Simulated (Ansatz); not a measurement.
# Si2Mo: computed properties

Level of theory: DFT r2SCAN, scalar-relativistic, plane waves, PAW (Ansatz 0.2.0).

Cutoff 500 eV; k points 12×12×6 on the computed 9-atom cell (Γ-centred); Gaussian smearing, width 0.01 eV; no spin polarisation.

The structure is relaxed at this level of theory with its symmetry kept. This form isn't the usual stable structure of the compound.

```
Si Mo
1.0
     4.58398    0.00000    0.00000
    -2.29199    3.96984    0.00000
     0.00000    0.00000    6.57684
Si Mo
6 3
Direct
  0.16386 0.83614 0.83333
  0.32772 0.16386 0.16667
  0.83614 0.67228 0.50000
  0.83614 0.16386 0.83333
  0.67228 0.83614 0.16667
  0.16386 0.32772 0.50000
  0.50000 0.00000 0.50000
  0.00000 0.50000 0.16667
  0.50000 0.50000 0.83333
```

```
Space group                                                                                                                                 : P6_222 (No. 180)
Volume per atom                                                                                                                             : 13.30 Å³
Formation energy from the elements' standard states (uncorrected)                                                                           : -0.441 eV/atom
Generalised Kohn–Sham band gap                                                                                                              : 0.16 eV, indirect from L to M
Löwdin character of the top 1 eV of the valence band                                                                                        : Mo 4d 80 %, Si 3p 12 %, unprojected 5 %
Löwdin character of the lowest 1 eV of the conduction band                                                                                  : Mo 4d 59 %, Si 3p 25 %, Si 3s 11 %
Electron masses at the edge by Cartesian direction of the standard setting (m_e; degenerate bands sorted by energy; no spin-orbit coupling) : x: 0.33; y: 0.45; z: 0.45
Hole masses at the edge by Cartesian direction of the standard setting (m_e; degenerate bands sorted by energy; no spin-orbit coupling)     : x: 0.56; y: 0.46; z: 0.43
Bulk modulus                                                                                                                                : 221 GPa
Its pressure derivative                                                                                                                     : 4.5
Bader charges (e)                                                                                                                           : Si (6 in the cell) -0.09, Mo (3 in the cell) 0.19
```